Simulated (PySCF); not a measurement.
Compound: 3-pyrroline, C4H7N.
Bonds: C1–C2 (double), C2–C3, C3–N4, N4–C5, C1–C5. Hydrogens: H6 on C1; H7 on C2; H8, H9 on C3; H10 on N4; H11, H12 on C5.

The same species was optimised twice, with GFN2-xTB and with PBE0-D3(BJ)/def2-SVP (PySCF), and the same property calculations (PySCF, gas phase) were run on both structures.

```json
{"coordinate": "C1–H6 (Å)", "GFN2-xTB": "1.074", "PBE0-D3(BJ)/def2-SVP": "1.092", "change": "+0.018"}
{"coordinate": "C2–H7 (Å)", "GFN2-xTB": "1.074", "PBE0-D3(BJ)/def2-SVP": "1.092", "change": "+0.018"}
{"coordinate": "C1=C2 (Å)", "GFN2-xTB": "1.321", "PBE0-D3(BJ)/def2-SVP": "1.335", "change": "+0.014"}
{"coordinate": "C3–H8 (Å)", "GFN2-xTB": "1.092", "PBE0-D3(BJ)/def2-SVP": "1.103", "change": "+0.011"}
{"coordinate": "C5–H12 (Å)", "GFN2-xTB": "1.092", "PBE0-D3(BJ)/def2-SVP": "1.103", "change": "+0.011"}
{"coordinate": "C3–H9 (Å)", "GFN2-xTB": "1.099", "PBE0-D3(BJ)/def2-SVP": "1.109", "change": "+0.010"}
{"coordinate": "C5–H11 (Å)", "GFN2-xTB": "1.099", "PBE0-D3(BJ)/def2-SVP": "1.109", "change": "+0.010"}
{"coordinate": "C3–N4 (Å)", "GFN2-xTB": "1.466", "PBE0-D3(BJ)/def2-SVP": "1.464", "change": "-0.002"}
{"coordinate": "N4–C5 (Å)", "GFN2-xTB": "1.466", "PBE0-D3(BJ)/def2-SVP": "1.464", "change": "-0.002"}
{"coordinate": "C2–C3 (Å)", "GFN2-xTB": "1.506", "PBE0-D3(BJ)/def2-SVP": "1.508", "change": "+0.002"}
{"coordinate": "C1–C5 (Å)", "GFN2-xTB": "1.506", "PBE0-D3(BJ)/def2-SVP": "1.508", "change": "+0.002"}
{"coordinate": "N4–H10 (Å)", "GFN2-xTB": "1.014", "PBE0-D3(BJ)/def2-SVP": "1.016", "change": "+0.002"}
{"coordinate": "N4–C5–H11 (°)", "GFN2-xTB": "108.8", "PBE0-D3(BJ)/def2-SVP": "111.2", "change": "+2.4"}
{"coordinate": "N4–C3–H9 (°)", "GFN2-xTB": "108.9", "PBE0-D3(BJ)/def2-SVP": "111.2", "change": "+2.3"}
{"coordinate": "H8–C3–H9 (°)", "GFN2-xTB": "107.8", "PBE0-D3(BJ)/def2-SVP": "105.8", "change": "-2.0"}
{"coordinate": "C3–C2–H7 (°)", "GFN2-xTB": "122.1", "PBE0-D3(BJ)/def2-SVP": "124.1", "change": "+2.0"}
{"coordinate": "H11–C5–H12 (°)", "GFN2-xTB": "107.8", "PBE0-D3(BJ)/def2-SVP": "105.9", "change": "-1.9"}
{"coordinate": "C5–C1–H6 (°)", "GFN2-xTB": "122.1", "PBE0-D3(BJ)/def2-SVP": "124.1", "change": "+2.0"}
{"coordinate": "C1–C2–H7 (°)", "GFN2-xTB": "128.0", "PBE0-D3(BJ)/def2-SVP": "126.1", "change": "-1.9"}
{"coordinate": "C2–C1–H6 (°)", "GFN2-xTB": "127.9", "PBE0-D3(BJ)/def2-SVP": "126.1", "change": "-1.8"}
```

Rotational constants: A = 7825, B = 7657, C = 4176 MHz (GFN2-xTB) against A = 7745, B = 7639, C = 4146 MHz (PBE0-D3(BJ)/def2-SVP). Point groups within 0.08 Å: Cs and Cs. Atoms that the bonding makes alike are paired by their places after alignment.

On the GFN2-xTB structure: lowest singlet, TDDFT (eV) 5.64 [PBE0/def2-SVPD]; lowest triplet, Tamm–Dancoff (eV) 4.32 [PBE0/def2-SVPD]; isotropic polarisability (au) 52.9 [PBE0/def2-SVPD]; HOMO (eV) -6.51 [PBE0/def2-SVPD]; LUMO (eV) 0.46 [PBE0/def2-SVPD]; dipole (D) 1.21 [PBE0/def2-SVPD]; HOMO (eV) -6.43 [PBE0/pcSseg-1]; LUMO (eV) 0.56 [PBE0/pcSseg-1]; dipole (D) 1.27 [PBE0/pcSseg-1]; GIAO shielding of C1/C2 (mean) (ppm) 48.7 [PBE0/pcSseg-1]; GIAO shielding of C3/C5 (mean) (ppm) 127.4 [PBE0/pcSseg-1]; GIAO shielding of N4 (ppm) 225.4 [PBE0/pcSseg-1]; C1s of C1 (eV) 290.15 [delta-SCF UKS SCAN, pcX-2 on the ionised atom, pcseg-1 elsewhere, spin-free X2C]; C1s of C3 (eV) 291.31 [delta-SCF UKS SCAN, pcX-2 on the ionised atom, pcseg-1 elsewhere, spin-free X2C]; N1s of N4 (eV) 404.68 [delta-SCF UKS SCAN, pcX-2 on the ionised atom, pcseg-1 elsewhere, spin-free X2C].

What do these properties become on the PBE0-D3(BJ)/def2-SVP structure?

```csv
property,level,on GFN2-xTB,on PBE0-D3(BJ)/def2-SVP,change
"lowest singlet, TDDFT (eV)",PBE0/def2-SVPD,5.64,5.64,0.00
"lowest triplet, Tamm–Dancoff (eV)",PBE0/def2-SVPD,4.32,4.21,-0.11
isotropic polarisability (au),PBE0/def2-SVPD,52.9,53.9,+1.0
HOMO (eV),PBE0/def2-SVPD,-6.51,-6.55,-0.04
LUMO (eV),PBE0/def2-SVPD,0.46,0.40,-0.06
dipole (D),PBE0/def2-SVPD,1.21,1.19,-0.02
"energy, GFN2-xTB geometry as zero (kcal/mol)",PBE0/def2-SVPD,0.0,-0.8,-0.8
HOMO (eV),PBE0/pcSseg-1,-6.43,-6.48,-0.05
LUMO (eV),PBE0/pcSseg-1,0.56,0.49,-0.07
dipole (D),PBE0/pcSseg-1,1.27,1.25,-0.02
"energy, GFN2-xTB geometry as zero (kcal/mol)",PBE0/pcSseg-1,0.0,-0.5,-0.5
GIAO shielding of C1/C2 (mean) (ppm),PBE0/pcSseg-1,48.7,45.2,-3.5
GIAO shielding of C3/C5 (mean) (ppm),PBE0/pcSseg-1,127.4,126.8,-0.6
GIAO shielding of N4 (ppm),PBE0/pcSseg-1,225.4,224.4,-1.0
C1s of C1 (eV),"delta-SCF UKS SCAN, pcX-2 on the ionised atom, pcseg-1 elsewhere, spin-free X2C",290.15,290.21,+0.06
C1s of C3 (eV),"delta-SCF UKS SCAN, pcX-2 on the ionised atom, pcseg-1 elsewhere, spin-free X2C",291.31,291.39,+0.08
N1s of N4 (eV),"delta-SCF UKS SCAN, pcX-2 on the ionised atom, pcseg-1 elsewhere, spin-free X2C",404.68,404.76,+0.08
```

The heavy atoms differ by 0.006 Å rms after alignment (one structure mirrored). Among all bonds C1–H6 and C2–H7 change most and about equally (+0.018 Å). Changes are differences of the printed values. Neither structure is proved a minimum here.
